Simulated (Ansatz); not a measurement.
AlH2Et (C2H7Al). Total charge 0; triplet. Geometry PBE0-D4/def2-TZVP, that of the neutral singlet; atoms count from 1.

```xyz
10

Al    0.304   -1.541   -0.561
H    -0.912   -2.569   -0.542
H     1.485   -1.777   -1.603
C     0.308    0.018    0.628
C    -0.445    1.215    0.029
H     1.340    0.310    0.850
H    -0.148   -0.255    1.586
H    -0.443    2.076    0.704
H     0.003    1.549   -0.912
H    -1.492    0.976   -0.179
```

At PBE0-D4/def2-TZVP a singlet of charge 0 lies 4.43 eV below the triplet at the same geometry.

Question: Estimate the Mulliken populations from the PBE0/def2-TZVP orbitals of Ansatz.

Answer: 
| atom | charge (e) | spin (α − β) |
| --- | --- | --- |
| Al1 | -0.14 | 1.17 |
| H2 | -0.05 | 0.07 |
| H3 | -0.05 | 0.07 |
| C4 | -0.23 | 0.58 |
| C5 | -0.35 | -0.03 |
| H6 | 0.18 | 0.01 |
| H7 | 0.18 | 0.01 |
| H8 | 0.14 | 0.10 |
| H9 | 0.16 | 0.01 |
| H10 | 0.16 | 0.01 |
Mulliken values and Mayer orders depend strongly on the basis.

Question: Where does the spin sit?

Answer: Summed by element: Al 1.17, H 0.27, C 0.55, of 2 unpaired in all. Largest on single atoms: Al1 1.17, C4 0.58, H8 0.10.

Question: And the Mayer bond orders between bonded heavy atoms (over 0.3)?

Answer: Al1–C4 0.69 (1.96 Å); C4–C5 1.05 (1.54 Å).
